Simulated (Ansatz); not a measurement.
Basis-set series for C3H5FO2, SMILES `O/C=C(/O)CF`. Charge 0, multiplicity 1. All single points use the PBE0-D4/def2-TZVP geometry. It is one conformer, not always the lowest.

```xyz
11

O    -0.057   -1.174    1.743
C    -0.417   -1.087    0.438
C    -0.180   -0.097   -0.421
O    -0.591   -0.112   -1.730
C     0.545    1.181   -0.170
F     0.983    1.274    1.143
H     0.420   -0.372    1.985
H    -0.963   -1.967    0.111
H    -1.048   -0.938   -1.912
H     1.421    1.258   -0.822
H    -0.112    2.035   -0.366
```

```tsv
functional	basis	functions	energy (Eh)	HOMO (eV)	LUMO (eV)
PBE0-D4	def2-SVP	109	-366.91487	-5.80	1.38
PBE0-D4	def2-TZVPP	256	-367.34792	-5.97	0.74
ωB97M-V	def2-SVP	109	-367.17200	-8.02	3.19
ωB97M-V	def2-TZVPP	256	-367.61759	-8.22	2.30
```

Task: Give the rows for def2-QZVPP. (An estimate is asked.)

Result: Ansatz gave: 
```json
{"functional": "PBE0-D4", "basis": "def2-QZVPP", "functions": "492", "energy (Eh)": "-367.36790", "HOMO (eV)": "-6.02", "LUMO (eV)": "0.40"}
{"functional": "ωB97M-V", "basis": "def2-QZVPP", "functions": "492", "energy (Eh)": "-367.63677", "HOMO (eV)": "-8.27", "LUMO (eV)": "1.65"}
```

Positive LUMOs are unbound and depend on the basis.
